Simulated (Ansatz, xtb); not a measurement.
## Loss of CH3F: C4H7F → C3H4 + CH3F

Species: C4H7F `FC1CCC1`, singlet; C3H4 `C=C=C`, singlet; CH3F (fluoromethane) `CF`, singlet. 

Shapes, held fixed at every level: PBE0-D4/def2-TZVP. Programs: Ansatz 0.2.0, xtb 6.7.1. The zero-point and thermal change to 298 K, harmonic and unscaled (PBE0-D4/def2-TZVP), is -16.2 kJ/mol.

(1) Estimate ΔH(298 K) of this reaction.

Answers

(1) The highest level, CCSD(T)/CBS estimate, gives ΔH(298 K) = +137.4 kJ/mol; the levels span +110.6 to +201.7. GFN2-xTB strays far from the other rows. The column of differences is taken from that level and isn't an error. No measured value is set beside it here. The CBS estimate extrapolates MP2 from def2-TZVPP and def2-QZVPP and adds CCSD(T) − MP2 in the triple-zeta set, cores frozen. Times are processor times on shared x86 and Arm servers, and rough.

| level | kind | ΔH(298 K) (kJ/mol) | less CCSD(T)/CBS estimate | CPU time (sum over the molecules) |
| --- | --- | --- | --- | --- |
| GFN2-xTB | semi-empirical | +201.7 | +64.3 | 0.1 s |
| B3LYP-D4/def2-TZVPP | global hybrid | +110.6 | -26.8 | 18 s |
| PBE0-D4/def2-TZVPP | global hybrid | +159.3 | +21.9 | 12 s |
| r2SCAN0-D4/def2-TZVPP | global hybrid | +155.0 | +17.6 | 22 s |
| wB97M-V/def2-TZVPP | range-separated hybrid | +142.9 | +5.5 | 46 s |
| MP2/def2-SVP | perturbation theory | +169.7 | +32.3 | – |
| CCSD(T)/def2-SVP | coupled cluster or CI | +150.8 | +13.4 | 10 s |
| CCSD/def2-SVP | coupled cluster or CI | +152.1 | +14.7 | – |
| CCSD(T)/CBS estimate | coupled cluster or CI | +137.4 | 0.0 | 12 min |
